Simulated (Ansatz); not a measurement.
Mulliken charges of CH$_{3}$MgS, SMILES `C[S][Mg]` radical from PBE/def2-TZVPP in Ansatz (PBE0-D4/def2-TZVP geometry).

```tsv
atom	x (Å)	y (Å)	z (Å)	charge (e)
C1	-0.353	0.385	-0.328	-0.277
S2	-0.346	-1.166	0.633	-0.392
Mg3	1.887	-1.396	1.243	0.317
H4	-0.003	1.233	0.261	0.116
H5	0.243	0.302	-1.237	0.118
H6	-1.386	0.578	-0.617	0.118
```

**Question.** By hand: the dipole of these point charges (1 e Å = 4.8032 D).

**Answer.** Σ q r = (0.696, 0.155, 0.048) e Å, of length 0.715 e Å = 3.43 D.

**Question.** How does the dipole of the full density compare? (An estimate is asked.)

**Answer.** Ansatz gave: (0.424, 0.158, -0.010) e Å, 2.17 D; the point charges give 1.58 times that, at 9° from its direction.

Point charges leave out the atoms' own dipoles, such as those of lone pairs, and Mulliken's split depends on the basis, so the two needn't agree.
